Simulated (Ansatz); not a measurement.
Results of PBEsol (PAW; Ansatz, a first-principles code) for α-phase Ga.

Settings: plane-wave cutoff 500 eV, 18×18×16 k mesh (along the axes of the cell as run), Fermi–Dirac smearing 0.1 eV, scalar-relativistic PAW data made under PBE.

Computed at the level's own relaxed cell.

### Question
What does this level give for the equilibrium volume per atom, lattice constant a, lattice parameter b and c axis length?

### Answer

- equilibrium volume per atom = 19.08 Å³/atom
- lattice constant a = 4.486 Å
- lattice parameter b = 7.591 Å
- c axis length = 4.482 Å

It cost around 13 core-minutes (rough) of CPU time.
